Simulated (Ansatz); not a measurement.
Ansatz (a first-principles code) input (HF/aug-cc-pVTZ):

Ansatz 0.2 input:
```yaml
crystal:
  periodic: [false, false, false]
  atoms:
    - {symbol: C, position_ang: [-1.20822218, -0.14697636, -0.13555230]}
    - {symbol: C, position_ang: [0.18225778, 0.00356720, 0.02923127]}
    - {symbol: C, position_ang: [1.40777216, 0.15861700, 0.16390502]}
    - {symbol: H, position_ang: [-1.45787510, -0.96896555, -0.81442730]}
    - {symbol: H, position_ang: [-1.56493239, 0.78362294, -0.63542508]}
    - {symbol: H, position_ang: [-1.73558195, -0.19599924, 0.82275481]}
    - {symbol: H, position_ang: [2.46754283, 0.29009483, 0.28159360]}
basis:
  gaussian:
    orbitals: aug-cc-pVTZ
hamiltonian:
  xc: hf
total_charge: 1
magnetization: {spin_polarized: true, initial_magnetization: 1}
```

Output:

```
Functional definition: HF
integrals: 0.09 GiB planned
991 factors; their error is unknown
mean field: 0.89 GiB planned
mean field evaluation 1: about -3141.3737 eV, gradient 2.6e1 eV
mean field evaluation 2: about -3144.3573 eV, gradient 1.1e1 eV
mean field evaluation 4: about -3145.0446 eV, gradient 1.2e0 eV
mean field evaluation 8: about -3145.0699 eV, gradient 1.1e-1 eV
mean field evaluation 16: about -3145.0844 eV, gradient 2.3e-5 eV
mean field evaluation 32: about -3145.0461 eV, gradient 9.0e-2 eV
mean field evaluation 64: about -3135.1467 eV, gradient 1.1e1 eV
mean field evaluation 96: about -3145.0337 eV, gradient 2.1e-1 eV
mean field evaluation 128: about -3144.3570 eV, gradient 1.1e1 eV
mean field evaluation 160: about -3145.0844 eV, gradient 5.3e-6 eV
mean field -3145.08443319 eV, -115.5797211048 hartree, gradient 5.3e-6 eV, S^2 0.762031; 4 other end points of the search recorded, 0 dependent functions left out
reference -3145.08443319 eV, -115.5797211048 hartree; 11, 10 occupied and 219, 220 virtual orbitals, 991 factors
Total energy: -3145.08443319 eV, -115.5797211048 hartree
```
